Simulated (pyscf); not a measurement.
Structures and frequencies: ωB97X-D3(BJ)/def2-SVP in PySCF.

Task: How much does it cost (ΔH, 298 K, ωB97M-D3(BJ)/def2-TZVP) to split `[O]=[Cr](=[O])([F])[SH]` at its Cr–S bond into [O=Cr(=O)–F]• + SH•?

Result: Cr–S to [O=Cr(=O)–F]• + SH•: 48.2 kcal/mol. The 7 functionals that were run give +38.9 (M06-2X) to +66.4 kcal/mol (PBE). The radicals are drawn with the spin at the cut bond; how far it spreads was not checked. Other isomers of [O=Cr(=O)–F]• were not searched in full and may lie lower. Left out: the spin-orbit lowering of SH. Open-shell species with a d-block atom are single-reference here; other states, and whether the spin sits on metal or ligand, were not checked.
